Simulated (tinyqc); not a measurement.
Worked calculation: ROHF in the sto-6g basis, for OH+, spin multiplicity 3. One step of it, computed by the program tinyqc.

Task: Orthogonalisation. S = U s U^T; symmetric (Loewdin) form X = U s^(-1/2) U^T, so that X^T S X = 1.

overlap S, lower triangle:
```
           1O 1s     1O 2s    1O 2px    1O 2py    1O 2pz     2H 1s
1O 1s   1.000000
1O 2s   0.231145  1.000000
1O 2px  0.000000  0.000000  1.000000
1O 2py  0.000000  0.000000  0.000000  1.000000
1O 2pz  0.000000  0.000000  0.000000  0.000000  1.000000
2H 1s   0.038282  0.378003  0.000000  0.000000  0.333216  1.000000
```

Give: eigenvalues of S; X.

Result:

eigenvalues of S: 0.4761  0.8433  1.0000  1.0000  1.1316  1.5489

X, lower triangle:
```
          1O 1s    1O 2s  1O 2px  1O 2py   1O 2pz   2H 1s
1O 1s    1.0216
1O 2s   -0.1263   1.0900
1O 2px   0.0000   0.0000  1.0000
1O 2py   0.0000   0.0000  0.0000  1.0000
1O 2pz  -0.0058   0.0597  0.0000  0.0000   1.0515
2H 1s    0.0184  -0.2310  0.0000  0.0000  -0.2001  1.1186
```
